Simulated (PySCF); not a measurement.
Work out the structure from these simulated measurements.

Formula: C3H4O3.

| Property | Result |
| --- | --- |
| 13C NMR | chemical shifts (computed TMS as zero) by class: 162.4 (1 C), 66.4 (2 C) ppm [GIAO PBE0/pcSseg-2] |
| Dipole | 5.57 D [CAM-B3LYP/aug-cc-pVTZ] |
| Triplet | lowest triplet excitation (Tamm–Dancoff): 6.74 eV [TDA CAM-B3LYP/aug-cc-pVTZ] |
| UV, first state | lowest singlet excitation: 7.19 eV (172 nm, f = 0.000) [TDDFT CAM-B3LYP/aug-cc-pVTZ] |
| Rotational structure | rotational constants A, B, C: 8.120, 3.876, 2.714 GHz [PBE0-D3(BJ)/def2-TZVP] |
| NMR, other nuclei | isotropic shieldings of nuclei other than C and H, by class: 42 (1 O), 186 (2 O) ppm [GIAO PBE0/pcSseg-2] |
| UV, strongest line | among the 10 lowest singlet transitions: S6 at 8.47 eV (146 nm, f = 0.039) [TDDFT CAM-B3LYP/aug-cc-pVTZ] |
| Polarisability | 44.5 au [CAM-B3LYP/aug-cc-pVTZ] |
| 1H NMR | chemical shifts (computed TMS as zero) by class: 4.32 (4 H) ppm [GIAO PBE0/pcSseg-2] |

Electronic properties: PySCF, gas phase, density fitting. Levels stand in brackets. Isolated species at its PBE0-D3(BJ)/def2-TZVP geometry, gas phase. Each NMR value is the plain mean over a class of atoms that symmetry, rotation or inversion makes alike.

Task: What is the compound? Reason from the data.

Result: Numbering: `[O:1]=[C:2]1[O:3][CH2:4][CH2:5][O:6]1`. Its formula, C3H4O3, gives 2 degrees of unsaturation: 1 ring and 1 π bond in the structure found. 3 carbons fall into 2 classes; from least to most shielded: carbonate carbon [C2] (162.4 ppm), ring sp3 carbon bound to oxygen [C4/C5] (66.4 ppm, 2 C). All hydrogens form one class (4.32 ppm): methylene hydrogen. The other shieldings belong to: 42 ppm, carbonate carbonyl oxygen [O1]; 186 ppm, oxygen singly bound to a carbonyl carbon [O3/O6]. The optimised geometry has point group C2v and is an asymmetric top. Structure: ethylene carbonate (`O=C1OCCO1`). The assignments are read from this structure; whether some other isomer fits the data as well wasn't checked.
